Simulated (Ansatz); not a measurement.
Rock-salt RbBr, treated with Hartree–Fock (Ansatz, a quantum-chemistry and plane-wave program, PAW).

Settings: plane-wave cutoff 520 eV, 6×6×6 k mesh, scalar-relativistic PAW data made under PBE.

Computed at the level's own relaxed cell.

```
RbBr
1.0
    0.00000     3.61670     3.61670
    3.61670     0.00000     3.61670
    3.61670     3.61670     0.00000
Rb Br
1 1
Direct
  0.00000   0.00000   0.00000
  0.50000   0.50000   0.50000
```

Problem. Give the elastic tensor (Voigt notation, GPa, ions relaxed, in the Cartesian axes of the cell as printed).

Solution. 
```
   23.1     4.0     4.0     0.0     0.0     0.0
    4.0    23.1     4.0     0.0     0.0     0.0
    4.0     4.0    23.1     0.0     0.0     0.0
    0.0     0.0     0.0     4.4     0.0     0.0
    0.0     0.0     0.0     0.0     4.4     0.0
    0.0     0.0     0.0     0.0     0.0     4.4
```

Measured, for comparison: elastic constant C11 38.6 GPa (4 K, zero-point motion not removed, our sources range from 37.2 to 38.6; as tabulated in X. Wang et al., RSC Advances (2016)); elastic constant C12 4.74 GPa, elastic constant C44 4.08 GPa (4 K, zero-point motion not removed; as tabulated in X. Wang et al., RSC Advances (2016)). Computed (rounded) less measured: elastic constant C11 -40 % (-38 % to -40 % over the range), elastic constant C12 -16 %, elastic constant C44 +9 %.
